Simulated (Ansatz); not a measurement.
A nudged elastic band was laid between two geometries of BH3 + H3P (8 atoms, charge 0, multiplicity 1).

The calculation used RKS PBE/def2-TZVP (Ansatz).

```yaml
movable_images: 9
climbing_image: yes
spring: 5.0 eV/Å²
optimiser: quadratic models (default)
start_path: through a guess of the saddle point
force_threshold: 0.05 eV/Å
iteration_limit: 60
end_points: relaxed
```

First end point:

```xyz
8
Properties=species:S:1:pos:R:3
B -0.028 -0.008 0.168
H 0.117 0.642 1.180
H 0.929 -0.184 -0.534
H -1.138 -0.105 -0.286
P 0.032 -2.571 1.041
H -0.364 -2.562 -0.329
H 1.425 -2.522 0.728
H -0.076 -1.113 1.275
```

Last end point:

```xyz
8
Properties=species:S:1:pos:R:3
B 0.171 -0.870 -0.411
H -0.335 1.388 2.251
H 1.151 -0.179 -0.452
H -0.907 -0.425 -0.687
P 0.284 -2.548 0.363
H -0.651 -3.374 -0.313
H 1.511 -3.116 -0.067
H -0.326 0.702 2.558
```

Q: Which bonds break or form, and what moves?

A: Bonds broken: B1–H2, P5–H8. Bonds formed: B1–P5, H2–H8. BH3 + H3P becomes BH4P + H2.

Q: What energy profile does the band end with?

A: The forces met the threshold. The highest image is number 2 of 0 to 10, 16.3 kJ/mol above the first end and 23.0 kJ/mol above the last; the last end lies 6.7 kJ/mol below the first. The profile has 3 maxima (images 2, 5, 7) with wells between them (images 4, 6): this band takes more than one step, which may be the mechanism or a detour left from its start path. A structure lower than the last end lies on the path between it and the top, so the climb from that side starts below the end, which may itself be a saddle point or a shallow side well. A vibrational analysis at the climbing image gives one clearly imaginary mode, 631i cm⁻¹: a first-order saddle point. The orbitals stay closed-shell, which can raise the energy where a bond breaks towards radicals; this wasn't checked here.

| image | path coordinate (Å) | energy (kJ/mol) | B1–H2 (Å) | P5–H8 (Å) | B1–P5 (Å) |
| --- | --- | --- | --- | --- | --- |
| 0 | 0.00 | 0.0 | 1.21 | 1.48 | 2.71 |
| 1 | 0.55 | 1.8 | 1.21 | 1.51 | 2.57 |
| 2 | 1.11 | 16.3 | 1.25 | 1.77 | 2.17 |
| 3 | 1.79 | -5.4 | 1.37 | 2.33 | 1.99 |
| 4 | 2.47 | -8.1 | 1.36 | 2.55 | 1.97 |
| 5 | 3.16 | -3.3 | 1.40 | 2.30 | 2.00 |
| 6 | 3.84 | -5.0 | 1.38 | 2.44 | 1.98 |
| 7 | 4.52 | 4.7 | 1.90 | 2.94 | 1.92 |
| 8 | 5.20 | -2.4 | 2.51 | 3.37 | 1.87 |
| 9 | 5.88 | -6.1 | 3.04 | 3.80 | 1.85 |
| 10 | 6.57 | -6.7 | 3.53 | 3.97 | 1.85 |

Q: What is the geometry of the highest image?

A: 
```xyz
8
Properties=species:S:1:pos:R:3
B -0.071 -0.280 0.189
H 0.124 0.485 1.162
H 0.806 -0.152 -0.612
H -1.249 -0.192 -0.031
P -0.140 -2.358 0.819
H -0.087 -2.602 -0.586
H 1.265 -2.609 0.959
H 0.249 -0.713 1.342
```

The band took 24 iterations and roughly 7 core-minutes.

Run time: 3.8 min on 2 threads of Arm Neoverse V1, on a shared host, peak memory 0.15 GiB.
